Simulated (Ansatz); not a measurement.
Basis-set extrapolation for C2H5NO, SMILES `COC=N` (PBE0-D4/def2-TZVP geometry, frozen core, Ansatz 0.2.0). Multiplicity 1, RHF reference.

```csv
,def2-TZVPP,def2-QZVPP
HF,-208.025238,-208.035160
MP2 correlation,-0.773103,-0.827857
CCSD(T) correlation,-0.830228,not run
```

Energies in hartree. Use E(X) = E(∞) + A·exp(−7.88·√X) for Hartree–Fock and E(X) = E(∞) + B·X^(−2.97) for correlation, with X = 3 and 4, and add CCSD(T) minus MP2 of the smaller set to the MP2 limit.

What is the CCSD(T) energy at the basis-set limit?

HF limit: -208.035160 + (-0.009922) × 0.13774 = -208.03653. MP2 limit: -0.827857 + (-0.054754) × 0.74074 = -0.86842. Higher-order term: -0.830228 − (-0.773103) = -0.05712. Total: -208.96207 hartree, 2.90 eV below CCSD(T)/def2-TZVPP.
